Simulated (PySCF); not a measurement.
How methods differ on the ionisation energy of Mg

Mg [Ne] 3s2 (1S) → Mg⁺ [Ne] 3s1 (2S), as a difference of total energies. Calculation: PySCF 2.14, in def2-QZVPPD (9s5p5d2f, 63 functions); no relativity, point nucleus. Correlated levels: valence and next inner shell: 1s2 frozen. The calculations carry no spin-orbit coupling.

| method | ionisation energy (eV) | error (eV) |
| --- | --- | --- |
| UHF | 6.606 | -1.040 |
| MP2 (valence and next inner shell) | 7.380 | -0.266 |
| SCS-MP2 (valence and next inner shell) | 7.479 | -0.167 |
| CCSD (valence and next inner shell) | 7.579 | -0.067 |
| CCSD(T) (valence and next inner shell) | 7.610 | -0.036 |

Reference: 7.646 eV (measured; NIST Atomic Spectra Database, ionization energies).

Errors of the correlated levels include the incompleteness of this basis and the frozen core.
